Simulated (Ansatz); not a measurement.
Telling isomers of CH2FSi− apart by their spectra

These gas-phase data were calculated for one isomer of CH2FSi− at B3LYP-D3(BJ)/def2-SVPD (harmonic, unscaled wavenumbers; equilibrium rotational constants with average atomic masses):

| Property | Result |
| --- | --- |
| rotational constants | 25.71, 7.63, 5.884 GHz |
| all wavenumbers above 1500 cm⁻¹ | 3123, 3040 |

Candidates:

(1) `[H]/[C-]=[SiH]/F`, a singlet
(2) `C=[Si-]F`, a singlet
(3) `[H]/[Si-]=C/F`, a singlet

Task: Which structure fits?

Result: Candidate (2). No mode falls between 2000 and 2380 cm⁻¹, where the Si–H stretch of (1) would stand. 2 modes lie between 2750 and 3290 cm⁻¹, one for each C–H bond, while (3) has 1.

The same quantities for all candidates:

|  | rotational constants (GHz) | wavenumbers above 1500 cm⁻¹ | E above the lowest, B3LYP-D3(BJ)/def2-SVPD (kcal/mol) |
| --- | --- | --- | --- |
| (1) | 37.72, 6.972, 5.884 | 3039, 2022 | 43.4 |
| (2) | 25.71, 7.63, 5.884 | 3123, 3040 | 0.0 |
| (3) | 52.66, 5.279, 4.798 | 3080, 1879 | 51.2 |

Harmonic stretches to hydrogen usually lie a few per cent above observed fundamentals. Each candidate is one conformer. Programs: Ansatz 0.2.0.
